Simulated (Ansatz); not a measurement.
# C2H2B: the cost of one run

Program: Ansatz 0.2.0. Level of theory: the levels named in each step. These are calculated values, not measurements.

**1. Starting point**

Bond lengths: B1–C2 1.407 Å, C2–C3 1.237 Å, B1–H4 1.144 Å, C3–H5 1.050 Å. Angles: B1–C2–C3 180.0°, C2–B1–H4 180.0°, C2–C3–H5 180.0°.

Structure file:

```xyz
5

B     0.0000    0.0000   -1.3205
C     0.0000    0.0000    0.0867
C     0.0000    0.0000    1.3239
H     0.0000    0.0000   -2.4641
H     0.0000    0.0000    2.3740
```

**2. A rough first relaxation, PBE-D4/def2-SVP**

This run stands in another session on the same molecule. It ended at:

```xyz
5

B     0.0000    0.0000   -1.3355
C     0.0000    0.0000    0.0888
C     0.0000    0.0000    1.3453
H     0.0000    0.0000   -2.5255
H     0.0000    0.0000    2.4269
```

**3. Relaxation, PBE0-D4/def2-TZVPP**

This run stands in another session on the same molecule. It ended at:

```xyz
5

B     0.0000    0.0000   -1.3192
C     0.0000    0.0000    0.0933
C     0.0000    0.0000    1.3250
H     0.0000    0.0000   -2.4888
H     0.0000    0.0000    2.3897
```

**4. Frequencies, PBE0-D4/def2-TZVPP**

The input, input.yaml:

```yaml
crystal:
  periodic: [false, false, false]
  atoms:
    - { symbol: B, position_ang: [0.0, 0.0, -1.31917224] }
    - { symbol: C, position_ang: [0.0, 0.0, 0.09327312] }
    - { symbol: C, position_ang: [0.0, 0.0, 1.32501315] }
    - { symbol: H, position_ang: [0.0, 0.0, -2.4887841] }
    - { symbol: H, position_ang: [0.0, 0.0, 2.38967006] }
magnetization:
  spin_polarized: true
  initial_magnetization: 1
basis:
  gaussian: { orbitals: def2-TZVPP }
hamiltonian:
  xc: pbe0
  dispersion: d4
phonons: {}
```

The run is started by

```sh
ansatz run input.yaml --threads 2 --pin off --max-ram 5120MiB --backend cpu --events-out ev --progress --plain --runs-dir out
```

Q: Estimate wall time and peak memory on 2 threads of Intel Xeon at 2.50GHz (Skylake/Cascade Lake), shared host.

About 2.8 min, with a peak of 0.2 GiB.
